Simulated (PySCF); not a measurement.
Metal–ligand bonds in Ti(OCH3)3–Y. All species are isolated molecules in the gas phase. One relaxed conformer stands for each flexible species; it need not be the lowest. Multiplicities are imposed; where one is given, others were not computed. Strings in code marks are SMILES.

The highest occupied spin orbital from two functionals at the same geometries (TPSS-D3(BJ)/def2-SVP), both in PySCF: PBE-D3(BJ)/def2-TZVP and TPSSh-D3(BJ)/def2-TZVP. 

| species | TPSSh-D3(BJ)/def2-TZVP (eV) |
|---|---|
| free radical OH | -8.07 |
| free radical NH2 (`[NH2]`) | -7.95 |
| free radical CH3 (`[CH3]`) | -6.06 |
| free radical N(CH3)2 (`C[N]C`) | -6.41 |
| free radical SH (`[SH]`) | -6.75 |

**Question.** What does PBE-D3(BJ)/def2-TZVP give for each?

**Answer.** 
- free radical OH: -7.14
- free radical NH2 (`[NH2]`): -7.17
- free radical CH3 (`[CH3]`): -5.38
- free radical N(CH3)2 (`C[N]C`): -5.57
- free radical SH (`[SH]`): -6.12
Over these rows, drawn at random from the members with no instability flagged (it was tested for open shells, ions and some series alone), PBE minus TPSSh-D3(BJ): mean +0.77 eV, from +0.64 eV to +0.93 eV.
